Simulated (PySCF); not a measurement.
# C3H6F2 (1,3-difluoropropane): the cost of one run

The runs use PySCF 2.14.0, with density-fitted response routines of our own; the level of theory stands in each step. All values are computed, except where a source is named. Atoms are numbered from 0 throughout.

## 1. The molecule as given

11 atoms, charge 0, multiplicity 1; geometry from: MMFF94s.

Bonds of the start (Å): F0–C1 1.36, C1–C2 1.52, C2–C3 1.52, C3–F4 1.36, C1–H5 1.09, C1–H6 1.09, C2–H7 1.10, C2–H8 1.10, C3–H9 1.09, C3–H10 1.09.

## 2. Relaxing the molecule at PBE0-D3(BJ)/def2-SVP

Job settings and geometry (Å):

```
{"job": {"xc": "PBE0", "basis": "def2-SVP", "d3": "d3bj", "grid": 1, "kind": "geom"}, "charge": 0, "multiplicity": 1}
F      1.555034     0.449763    -1.121687
C      1.166773    -0.451696    -0.179547
C      0.039359     0.149425     0.635441
C     -1.191743     0.356893    -0.223605
F     -1.662594    -0.858112    -0.614839
H      0.866335    -1.372486    -0.687861
H      2.033126    -0.664212     0.453250
H     -0.202667    -0.522057     1.465865
H      0.358289     1.112882     1.046659
H     -1.983650     0.852040     0.345496
H     -0.978262     0.947558    -1.119173
```

Run with:

```console
OMP_NUM_THREADS=1 python probes_run.py task.json out
```

The driver reads the jobs from task.json and runs them one after another.

**Question.** How long does this first job take on 1 thread of Intel Xeon 6975P-C, shared host, and how much memory does it need?

About 12 s, with a peak of 0.41 GiB.
